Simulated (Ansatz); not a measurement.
Process, species as SMILES: ClCCl → Cl[CH-]Cl + H+
B3LYP-D3(BJ)/def2-TZVP geometries, fixed; electronic energies without zero-point terms.
Largest species:
```
C
H 1 1.0832
H 1 1.0832 2 111.91
Cl 1 1.7804 2 108.02 3 118.77
Cl 1 1.7804 2 108.02 3 -118.77
```

Basis-set convergence of the deprotonation energy at B2PLYP with Ansatz (a quantum-chemistry and plane-wave program). All functions are spherical. Cores are frozen. No added dispersion term, no relativity. Functions are those of the species that has most. Reference: the value in aug-pcseg-3, 384.29 kcal/mol, itself unsure by roughly 0.21 kcal/mol (its mean distance from aug-cc-pV(Q+d)Z, def2-QZVPPD). Deviations are taken from unrounded values. Cost is core time over that of pcseg-2, rough, on shared machines of one kind; a dash marks a row that isn't timed (too short, read off another run, short of memory, by another algorithm or on other hardware).

| basis | functions | deprotonation energy (kcal/mol) | minus reference (kcal/mol) | cost |
|---|---|---|---|---|
| pcseg-0 | 39 | 378.31 | -5.98 | - |
| pcseg-1 | 60 | 385.11 | 0.82 | - |
| aug-pcseg-1 | 95 | 380.64 | -3.65 | 0.7× |
| pcseg-2 | 126 | 388.03 | 3.74 | 1× |
| aug-pcseg-2 | 192 | 384.36 | 0.07 | 2× |
| pcseg-3 | 254 | 385.15 | 0.86 | 5× |
| aug-pcseg-3 | 361 | 384.29 | 0.00 | 10× |

The smallest set listed that lies within 2 kcal/mol of the reference with all its larger relatives (same family, alike in diffuse functions; a set with none counts only in the reference's own line) is aug-pcseg-2 (192 functions, 2× in cost, 0.07 kcal/mol off). Inside the window by cancellation, since a larger relative falls out: pcseg-1. Inside, with no larger relative to test it: pcseg-3.
